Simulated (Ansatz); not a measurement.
**Fe: from a first guess to the relaxed bcc type**

First guess:

```xyz
1
Lattice="-1.4062 1.4062 1.4062 1.4062 -1.4062 1.4062 1.4062 1.4062 -1.4062" Properties=species:S:1:pos:R:3 pbc="T T T"
Fe    0.0000    0.0000    0.0000
```

The calculation used DFT, PBE, PAW with Ansatz's default frozen-core files, scalar-relativistic in Ansatz 0.2.0.

Cell and atoms relax within the symmetry of the start on a 18×18×18 k mesh with 0.05 eV Fermi–Dirac smearing, from parallel moments.

The start is built from a prototype, known or not as a phase of this compound; the cutoff is 420 eV.

The magnetic state is the one reached from parallel moments; other orders may lie lower.

Task: What is the pressure of the first guess?

Result: 4.23 GPa.

Task: What does it relax to?

Result: a = 2.831 Å, b = 2.831 Å, c = 2.831 Å, α = 90.00°, β = 90.00°, γ = 90.00° (conventional cell), 11.34 Å³ per atom:
```
CELL_PARAMETERS angstrom
-1.41535 1.41535 1.41535
1.41535 -1.41535 1.41535
1.41535 1.41535 -1.41535
ATOMIC_POSITIONS crystal
Fe 0.00000 0.00000 0.00000
```

Task: How much energy does the relaxation release?

Result: 3 meV/atom.

Task: What moment does the relaxed primitive cell (1 atom) carry?

Result: 2.16 μB.
